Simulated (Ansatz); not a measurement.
# AlH8NO: the cost of one run

Program: Ansatz 0.2.0, Gaussian basis. Level of theory: PBE0-D4, def2-SVP first, then def2-TZVP. These are calculated values, not measurements.

190 further runs of the same task are left out: 190 set aside as unsound or not needed.

## (1) The starting structure

The guess: 11 atoms, charge 0, spin multiplicity 1.

Atoms are counted from 1 here; the program's logs count them from 0.

Bond lengths: Al1–H2 1.804 Å, Al1–H3 1.552 Å, Al1–H4 1.563 Å, Al1–N6 1.880 Å, H5–O8 1.107 Å, N6–H9 1.016 Å, N6–H10 1.015 Å, O8–H11 0.962 Å. Angles: H2–Al1–H3 110.8°, H2–Al1–H4 103.8°, H2–Al1–N6 95.9°, H3–Al1–H4 119.2°, H3–Al1–N6 117.1°, H4–Al1–N6 106.8°, Al1–N6–H9 121.6°, Al1–N6–H10 118.7°, H9–N6–H10 105.8°, H5–O8–H11 107.8°.

Coordinates:

```mol
AlH8NO
  3D, bonds by distance, orders not assigned

 11  8  0  0  0  0  0  0  0  0999 V2000
   -0.3980   -1.2652   -0.2831 Al  0  0
    1.3115   -1.0048    0.2306 H   0  0
   -0.4774   -2.3116   -1.4266 H   0  0
   -1.1522   -1.5420    1.0575 H   0  0
    0.2465    1.1405    0.1654 H   0  0
   -0.7374    0.5273   -0.7371 N   0  0
    1.4177    0.0266    0.5942 H   0  0
    1.1220    1.2788    0.8287 O   0  0
   -0.4865    0.9024   -1.6478 H   0  0
   -1.6466    0.9217   -0.5164 H   0  0
    0.8003    1.3263    1.7345 H   0  0
  1  2  8  0
  1  3  8  0
  1  4  8  0
  1  6  8  0
  5  8  8  0
  6  9  8  0
  6 10  8  0
  8 11  8  0
M  END
```

Distances that are to change: Al1–N6 1.88 Å, H5–O8 1.11 Å, H2–H7 1.10 Å, Al1–H2 1.80 Å, H5–N6 1.47 Å, H7–O8 1.31 Å.

## (2) Relaxing the guess with the reacting distances held

The input, hold/in.yaml:

```yaml
crystal:
  periodic: [false, false, false]
  atoms:
    - {symbol: Al, position_ang: [-0.398000, -1.265200, -0.283100]}
    - {symbol: H, position_ang: [1.311500, -1.004800, 0.230600]}
    - {symbol: H, position_ang: [-0.477400, -2.311600, -1.426600]}
    - {symbol: H, position_ang: [-1.152200, -1.542000, 1.057500]}
    - {symbol: H, position_ang: [0.246500, 1.140500, 0.165400]}
    - {symbol: N, position_ang: [-0.737400, 0.527300, -0.737100]}
    - {symbol: H, position_ang: [1.417700, 0.026600, 0.594200]}
    - {symbol: O, position_ang: [1.122000, 1.278800, 0.828700]}
    - {symbol: H, position_ang: [-0.486500, 0.902400, -1.647800]}
    - {symbol: H, position_ang: [-1.646600, 0.921700, -0.516400]}
    - {symbol: H, position_ang: [0.800300, 1.326300, 1.734500]}
basis:
  gaussian: {orbitals: def2-SVP}
hamiltonian: {xc: pbe0, dispersion: d4}
relax: {f_tol: 0.04, max_steps: 150, escape_saddle: false, constraints: [{distance: [0, 5]}, {distance: [4, 7]}, {distance: [1, 6]}, {distance: [0, 1]}, {distance: [4, 5]}, {distance: [6, 7]}]}
```

Command:

```bash
> ansatz run in.yaml --threads 4 --pin off --events-out ev --progress --plain --max-ram 9574MiB
```

**Question.** How long does this run take on 4 threads of Intel Xeon Platinum 8375C at 2.90GHz, shared host?

About 9 s.
